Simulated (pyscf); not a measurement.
Structures and frequencies: ωB97X-D3(BJ)/def2-SVP in PySCF. MP2 and CC: frozen core, UHF for open shells. ΔMP2 is the change of the MP2 total energy from the triple- to the quadruple-zeta basis.

SMILES: C[O][ZnH]
```xyz
7

C      0.6385    -0.4397    -0.1777
O     -0.3338     0.5479    -0.3046
Zn    -0.7687     1.8461     0.8181
H      0.6426    -1.0840    -1.0778
H      0.4710    -1.1119     0.6909
H      1.6674    -0.0331    -0.0757
H     -1.2247     2.9938     1.7016
```
Charge 0, spin multiplicity 1.

Q: How much does it cost (ΔH, 298 K, CCSD(T)/def2-TZVPP + ΔMP2(QZVPP)) to split H₃C–O–ZnH at its O–Zn bond into H₃C–O• + ZnH•?

A: O–Zn to H₃C–O• + ZnH•: 3.92 eV. H₃C–O• lies 0.30 eV over its isomer •H₂C–OH, and others may lie lower still (electronic energy, ωB97M-D3(BJ)). The CCSD(T) − MP2 part came from Ansatz, without density fitting, on the same reference. The frozen core leaves the outer d or s,p core shells of the metals and heavy elements correlated in the MP2 and CC values, and def2-TZVPP describes them poorly, which can shift differences by a few kcal/mol. Elements up to Kr have no core potential and no relativistic terms here.
